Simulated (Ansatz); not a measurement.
in.yaml

```yaml
crystal:
  periodic: [false, false, false]
  atoms:
    - {symbol: B, position_ang: [0.000000, 0.000000, 0.000000]}
    - {symbol: H, position_ang: [1.215774, 0.014597, 0.003233]}
    - {symbol: H, position_ang: [-0.620523, 1.045595, -0.003567]}
    - {symbol: H, position_ang: [-0.595251, -1.060192, 0.000333]}
basis:
  gaussian: {orbitals: aug-cc-pVDZ}
total_charge: -1
magnetization: {spin_polarized: true, initial_magnetization: 3}
hamiltonian: {xc: {name: PBE}}
output: {orbitals: {seedname: orbitals}}
```

```sh
$ ansatz run in.yaml --threads 1 --pin off --events-out ev --progress --plain --max-ram 2393MiB
```

The program prints:

```
399 factors; their error is unknown
mean field evaluation 1: about -716.6055 eV, gradient 5.2e0 eV
mean field evaluation 2: about -715.0680 eV, gradient 1.3e1 eV
mean field evaluation 4: about -716.5310 eV, gradient 5.7e0 eV
mean field evaluation 8: about -716.8084 eV, gradient 2.6e0 eV
mean field evaluation 16: about -716.8692 eV, gradient 6.1e-5 eV
mean field evaluation 32: about -716.8273 eV, gradient 6.3e-3 eV
mean field evaluation 64: about -716.6945 eV, gradient 2.4e0 eV
mean field evaluation 96: about -711.1298 eV, gradient 1.3e1 eV
mean field evaluation 128: about -716.5676 eV, gradient 1.8e-1 eV
a density is far from that of the atoms, so the factors are made again for it
488 factors; integrals over basis functions are off by at most 9.9e-4 eV
mean field evaluation 160: about -716.7954 eV, gradient 2.6e0 eV
mean field evaluation 192: about -716.5365 eV, gradient 5.2e-3 eV
mean field evaluation 224: about -715.8867 eV, gradient 8.3e0 eV
mean field evaluation 256: about -715.5375 eV, gradient 3.7e-1 eV
mean field -716.86921791 eV, -26.3444578467 hartree, gradient 1.8e-5 eV, S^2 3.753341; 12 other end points of the search recorded, 0 dependent functions left out
reference -716.86925285 eV, -26.3444591310 hartree; 6, 3 occupied and 44, 47 virtual orbitals, 488 factors
Total energy: -716.86925285 eV, -26.3444591310 hartree
```

Ran on 1 thread of Intel Xeon Platinum 8375C, shared host: 14 s wall, 0.11 GiB peak host memory.
